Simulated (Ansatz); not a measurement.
**BH2F− (SMILES [BH2-]F): the energy, rung by rung**

The species is BH2F− (4 atoms), meant as a doublet with charge -1. SMILES: `[BH2-]F`. Geometry: relaxed at GFN2-xTB.

```xyz
4

B    -0.0863    0.3044    0.1024
F     1.0319   -0.4688    0.7330
H    -1.1403   -0.3337    0.2562
H     0.1948    0.4981   -1.0915
```

Quantity: the energy change with the B1–H4 bond stretched from 1.242 to 2.484 Å, in eV. The values are calculated.

| level | kind | program | value (eV) | less FCI/STO-3G | CPU time (all runs) |
| --- | --- | --- | --- | --- | --- |
| USVWN5/STO-3G | LDA | Ansatz | 4.03 | -0.45 | 1.1 s |
| U-revPBE/STO-3G | GGA | Ansatz | 3.59 | -0.89 | 1.8 s |
| UB3LYP/STO-3G | global hybrid | Ansatz | 3.99 | -0.49 | 1.9 s |
| U-wB97X/STO-3G | range-separated hybrid | Ansatz | 4.43 | -0.05 | 9.6 s |
| UHSE06/STO-3G | range-separated hybrid | Ansatz | 4.26 | -0.22 | 2.3 s |
| UB2PLYP/STO-3G | double hybrid | Ansatz | 4.39 | -0.09 | 2.1 s |
| RPA@PBE/STO-3G | RPA | Ansatz | 3.79 | -0.69 | 2.4 s |
| UCCSD(T)/STO-3G | coupled cluster or CI | Ansatz | 4.50 | +0.02 | 0.44 s |
| FCI/STO-3G | exact in the basis | Ansatz | 4.48 | 0.00 | 0.61 s |

FCI/STO-3G is exact within its basis and frozen core, so for wave-function methods in that basis the difference is their error; functionals converge differently with the basis, so for them it is only a difference. Sets without diffuse functions describe the anion poorly. The first shape isn't each level's own minimum. The values span 3.59 to 4.50 eV. Spin contamination of the reference (⟨S²⟩ at least 0.1 too high) touches U-wB97X/STO-3G, UHSE06/STO-3G, UB2PLYP/STO-3G, UCCSD(T)/STO-3G. All rows use very small basis sets, so even the best lies far from the true value. Times are those of the runs behind each value, whatever else they computed, on shared processors of several kinds: orders of magnitude only.
